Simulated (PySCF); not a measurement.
Isomers of C7H5N, one GFN2-xTB conformer each. Single-point energies are computed at PBE0/pcSseg-1 (PySCF, gas phase, no added dispersion term), electronic only.

```
     SMILES  GFN2-xTB relative energy (kcal/mol)
C#Cc1ccncc1                                 20.0
C#Cc1ccccn1                                 21.0
N#Cc1ccccc1                                  0.0
```

What does PBE0/pcSseg-1 give for the same structures?

```
     SMILES  PBE0/pcSseg-1 E (Eh)  PBE0/pcSseg-1 (kcal/mol)  GFN2-xTB (kcal/mol)  point group
N#Cc1ccccc1            -324.06343                       0.0                  0.0          C2v
C#Cc1ccncc1            -324.00056                      39.4                 20.0          C2v
C#Cc1ccccn1            -323.99915                      40.3                 21.0           Cs
```

Both levels put the same isomer lowest; measured from each level's own lowest isomer, the values differ by up to 19.4 kcal/mol (C#Cc1ccncc1: 20.0 against 39.4). As drawn, the lowest has a C≡N group, which the highest lacks; the highest has a C≡C bond, which the lowest lacks. Neighbours under 2.5 kcal/mol apart (C#Cc1ccncc1 and C#Cc1ccccn1) can change places with a better method, another conformer or zero-point energy.

Which frontier levels, dipoles and rotational constants go with these structures?

| SMILES | HOMO (eV, PBE0/pcSseg-1) | LUMO (eV) | dipole (D) | A, B, C (MHz) |
| --- | --- | --- | --- | --- |
| N#Cc1ccccc1 | -7.88 | -1.60 | 4.60 | 5726, 1576, 1236 |
| C#Cc1ccncc1 | -7.59 | -1.59 | 1.97 | 6092, 1553, 1237 |
| C#Cc1ccccn1 | -7.26 | -1.39 | 2.38 | 5943, 1606, 1264 |
